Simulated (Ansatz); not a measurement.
Process, species as SMILES: FSF + 2 [H][H] (H2) → 2 F (HF) + S (H2S)
B3LYP-D3(BJ)/def2-TZVP geometries, fixed; electronic energies without zero-point terms.

Basis-set convergence of the energy of full hydrogenation at HF with Ansatz (a program for electronic structure). Cartesian d functions, on some or all atoms, in 6-311+G**; all else is spherical. No added dispersion term, no relativity. Functions are those of the species that has most. Reference: the value in aug-cc-pV(5+d)Z, -75.97 kcal/mol, itself unsure by roughly 0.19 kcal/mol (its mean distance from pcseg-4, aug-pcseg-3, aug-cc-pV(Q+d)Z). Deviations are taken from unrounded values.

```
basis            functions  energy of full hydrogenation (kcal/mol)  minus reference (kcal/mol)
---------------  ---------  ---------------------------------------  --------------------------
STO-3G                  19                                   -31.43                       44.54
6-31G                   31                                   -85.21                       -9.23
def2-SVP                46                                   -87.10                      -11.13
cc-pV(D+d)Z             51                                   -86.36                      -10.39
def2-SVPD               73                                   -92.65                      -16.68
6-311+G**               75                                   -94.88                      -18.91
def2-TZVP               99                                   -74.93                        1.04
def2-TZVPP             104                                   -77.42                       -1.45
aug-cc-pV(T+d)Z        147                                   -77.21                       -1.24
aug-cc-pV(Q+d)Z        249                                   -76.17                       -0.20
aug-pcseg-3            259                                   -75.82                        0.15
cc-pV(5+d)Z            282                                   -75.94                        0.04
aug-cc-pV(5+d)Z        390                                   -75.97                        0.00
```

The smallest set listed that lies within 2 kcal/mol of the reference with all its larger relatives (same family, alike in diffuse functions; a set with none counts only in the reference's own line) is def2-TZVP (99 functions, 1.04 kcal/mol off). Inside, with no larger relative to test it: aug-pcseg-3, cc-pV(5+d)Z. (Relatives not listed, tested too: def2-QZVP -0.20, def2-QZVPP -0.20 kcal/mol.)
